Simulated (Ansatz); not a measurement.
bcc Li was calculated with PBE (Ansatz, a program for electronic structure, PAW).

The run printed, among other lines:

```
WARN output.stress: scf.convergence.dr2_threshold = 1e-9 eV is looser than the 1e-10 eV advised for a printed stress (1e-10 eV for each atom of the cell: 1)
Crystal: 1 atoms, lattice volume = 20.262 Å³
Basis set: ecut = 520 eV, 555 PW (Γ), exchange–correlation on 48×48×48 points (8 copies of the dense FFT grid, shifted against one another)
Bands: 6, of which v1, the nominal top of the filled ones, is band 2 counted from 1 (1 counted from 0)
Symmetry: 48 space group operations
Space group: Im-3m (ITA 229), of the structure as read, at distance tolerance 2.7e-5 Å
k-points: 328 of 10648
Functional: x = pbe(κ = 0.804, μ = 0.2195149727645171), c = pbe(β = 0.06672455060314922)
SCF iter   1: F=—  HF=-204.688871 eV  |F-HF|=—  |Δ(HF+E_count)|=         —  Δρ=1.36e-4  dr2=2.79e-6
SCF iter   2: F=—  HF=-204.688867 eV  |F-HF|=—  |Δ(HF+E_count)|=   3.89e-6  Δρ=6.90e-5  dr2=7.27e-7
  ...
SCF iter   5: F=-204.688867 eV  HF=-204.688867 eV  |F-HF|=2.84e-14  |Δ(HF+E_count)|=  1.59e-10  Δρ=7.71e-8  dr2=4.49e-13
SCF iter   6: F=-204.688867 eV  HF=-204.688867 eV  |F-HF|=5.68e-14  |Δ(HF+E_count)|=  1.14e-13  Δρ=8.34e-10  dr2=8.80e-17
SCF 1 converged in 6 iterations: F = -204.688867 eV  dr2 = 8.80e-17
SCF converged after 6 iterations
Free energy (F): -204.688867 eV
Internal energy: -204.685019 eV  (E = F + TS)
E sigma→0 (E₀):  -204.686943 eV
Fermi energy:    1.029716 eV
--- Stress (GPa, compression-positive) ---
       -0.002479       0.000000      -0.000000
       -0.000000      -0.002479      -0.000000
       -0.000000       0.000000      -0.002479
  P = ⅓ Tr σ = -0.0025 GPa (-0.025 kbar)
```

Task: Write an input file that could have produced this run (the log leaves some choices open).

Result: One answer among several that fit: 
Ansatz 0.2 input:
```yaml
crystal:
  lattice:
    - [-1.7174122517, 1.7174122517, 1.7174122517]
    - [1.7174122517, -1.7174122517, 1.7174122517]
    - [1.7174122517, 1.7174122517, -1.7174122517]
  atoms:
    - { symbol: Li, position: [0.0, 0.0, 0.0] }
basis:
  ecutwfc: 520
  ecutrho_ratio: 4
  xc_grid: 2
kpoints:
  mp_grid: { grid: [22, 22, 22] }
hamiltonian:
  xc: pbe
  dispersion: none
  pseudopotentials: { kind: paw }
scf:
  occupations: { method: fermi_dirac, width: 0.05 }
  convergence: { dr2_threshold: 0.000000001 }
output:
  forces: false
  stress: true
  eigenvalues: true
```
